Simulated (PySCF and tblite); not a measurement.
The numbers below are computed, except where a source is named.
C3H7N, numbered as in [NH2:1][CH:2]1[CH2:3][CH2:4]1. Conformers came from 60 starts (ETKDG and KDG, MMFF94s, GFN2-xTB); geometries are GFN2-xTB. Weights use PBE0-D3(BJ)/def2-SVP (IEF-PCM, chloroform) energies plus GFN2-xTB zero-point and thermal terms (plain harmonic). Symmetry numbers and mirror images are counted. Conformers within 2.5 kcal/mol (GFN2-xTB free energy) were kept, 10 at most. GIAO shieldings: KT3/pcSseg-1 (IEF-PCM, chloroform). Shifts are against TMS (¹H), TMS (¹³C) at the same level. Run with PySCF (density fitting) and tblite.

Torsions listed: H1–N1–C2–C3. Of a mirror pair one member is shown.

```tsv
conformer	shape	point group	mirror pair	ΔE(DFT)	Δ(G−E) at 180 K	δ H2 (ppm)
1	-154°	Cs	no	0.00	0.00	2.77
2	83°	C1	yes	1.93	0.16	2.25
```

Energies in kcal/mol; the thermal term leaves out symmetry numbers and mirror images.

(1) Work out the weights at 180 K and the ¹H shift of H2 under fast exchange.

Answers

(1) RT = 0.358 kcal/mol. Each conformer gets RT ln(σ/g), with σ the rotational symmetry number and g = 2 for a mirror pair: 1: σ = 1, g = 1, G = 0.00 + 0.00 + 0.00 = 0.00, 0.00 above the lowest, exp(−ΔG/RT) = 1.000; 2: σ = 1, g = 2, G = 1.93 + 0.16 − 0.25 = 1.84, 1.84 above the lowest, exp(−ΔG/RT) = 0.006. The sum is 1.006, so the weights are 99.4, 0.6 %. The averaged shift is 2.76 ppm. At 298.15 K it is 2.74 ppm. At 298.15 K the leading conformer alone gives 2.77 ppm and bare DFT energies give 2.75 ppm.
